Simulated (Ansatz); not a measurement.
AlBH$_{4}$ (`[BH2][AlH2]`), relaxed with RKS PBE-D4/def2-SVP in the Gaussian-basis code of Ansatz from a rough embedded geometry. The force threshold is 0.03 eV/Å; the program also tests the step.

Charge 0, multiplicity 1.

Start:

```xyz
6

B     0.429    0.925    0.515
Al   -0.354   -0.792   -0.421
H     1.517    1.282    0.132
H    -0.254    1.489    1.291
H    -1.839   -1.272   -0.032
H     0.502   -1.633   -1.486
```

**Question.** How much energy does the relaxation release, and in how many steps? (Estimate.)

**Answer.** The calculation gave: 7.63 kcal/mol, in 8 steps.

**Question.** Which bonds change most? (An estimate is asked.)

**Answer.** Ansatz gave: B1–H4 from 1.178 to 1.222 Å; B1–H3 from 1.208 to 1.222 Å; B1–Al2 from 2.106 to 2.114 Å; Al2–H6 from 1.605 to 1.610 Å.

**Question.** Give the relaxed structure. (Best estimate.)

**Answer.** Ansatz gave: 
```xyz
6

B     0.423    0.915    0.475
Al   -0.378   -0.822   -0.424
H     0.798    1.888   -0.162
H     0.547    1.034    1.685
H    -1.955   -0.960   -0.721
H     0.566   -2.054   -0.852
```
